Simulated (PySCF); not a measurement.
C4H6O.
SMILES with atom numbers: `[O:1]=[CH:2][CH:3]1[CH2:4][CH2:5]1`

Probes without a nucleus sit at each ring's centroid and 1 Å off its mean plane on both sides; NICS is minus the shielding there, NICSzz its component along the normal. Level: GIAO PBE0/pcSseg-1 (PySCF, non-relativistic, gas phase) on the GFN2-xTB geometry, one conformer.

Ring bond lengths (Å), with Mayer bond orders in brackets: C3–C4 1.513 (0.90), C4–C5 1.484 (0.98), C5–C3 1.513 (0.90).

Q: Give the NICS values of each ring in ppm.

A: 
| ring | type | NICS(0) | NICS(1), two faces | NICS(1)zz, two faces | rms pucker (Å) | centre to ring atoms, mean (Å) |
| --- | --- | --- | --- | --- | --- | --- |
| C3–C4–C5 | 3-membered carbocycle; formal bonds all single | -42.4 | -8.2 / -8.8 | -24.4 / -23.9 | 0.00 | 0.87 |

Q: What do they say, and how far can they be read as aromaticity?

A: 
- C3–C4–C5: mean NICS(1)zz -24.2 ppm, shielded. C3, C4, C5 have four or more neighbours, so the value isn't read as a sign of a π ring current. NICS(0) lies 34 ppm below the mean NICS(1).

Q: What field does 1 T along the ring normal induce along that normal at the first NICS(1) probe listed for ring C3–C4–C5, 1 Å off the ring?

A: NICSzz × B0 = -24.4 ppm × 1 T = -24 μT, against the applied field.

Q: List the ring angles and the Hirshfeld charges of the ring atoms.

A: 
- C3–C4–C5: C3 58.7° (-0.048 e), C4 60.6° (-0.075 e), C5 60.6° (-0.075 e); sum 180.0° against 180° for a flat convex ring.

Shape of the structure used: `[O:1]=[CH:2][CH:3]1[CH2:4][CH2:5]1`: O1–C2–C3–C4 146°.
